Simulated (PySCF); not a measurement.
## Complete the spectrum of [C6H11]+

Species: C6H11 (charge +1).
SMILES: `[C+](C)(C1CC1)C`

Method: PySCF 2.14.0, density-fitted response routines, TDDFT CAM-B3LYP/def2-SVPD, vertical, gas phase, core orbitals frozen in the response. One conformer (not necessarily the lowest) at the GFN2-xTB geometry, without solvent, vibrations or thermal averaging. Torsions of this conformer, `[CH3:1][C+:2]([CH3:3])[CH:4]1[CH2:5][CH2:6]1`: C1–C2–C4–C5 -35°.

Orbital energies (eV): HOMO-3 -17.09, HOMO-2 -16.90, HOMO-1 -15.79, HOMO -15.48, LUMO -6.61, LUMO+1 -2.75, LUMO+2 -2.14.

Lowest singlets, with some entries withheld (?).

| state | ν̃ (cm⁻¹) | f | main configurations (H = HOMO, L = LUMO) |
| --- | --- | --- | --- |
| S1 | 43900 | ? | H-1→L (96%) |
| S2 | 47500 | ? | H→L (97%) |
| S3 | 50490 | ? | H-3→L (83%), H-4→L (13%) |
| S4 | 53560 | ? | H-4→L (82%), H-3→L (11%) |
| S5 | 55210 | ? | H-2→L (96%) |
| S6 | 62230 | ? | H-5→L (85%), H-6→L (13%) |
| S7 | 62790 | ? | H-6→L (74%), H-5→L (13%), H-7→L (10%) |
| S8 | 65760 | ? | H-7→L (84%), H-6→L (11%) |

Fill in the withheld entries.

- S1: f = 0.0044
- S2: f = 0.410
- S3: f = 0.0013
- S4: f = 0.0049
- S5: f = 0.018
- S6: f = 0.133
- S7: f = 0.024
- S8: f = 0.0027

What is the mean static polarisability from the same response equations?

67.1 au (9.95 Å³), with principal values 53.4, 61.7 and 86.2 au.

Which level carries the most intensity, and what share of the listed sum of f?

S2, with f = 0.410 of 0.598, 69%.

How far apart are S2 and S7, in eV and cm⁻¹?

7.784 − 5.889 = 1.895 eV, or about 15280 cm⁻¹.

On one thread, x86-64 server, on a shared host, this took 74 s of wall time.
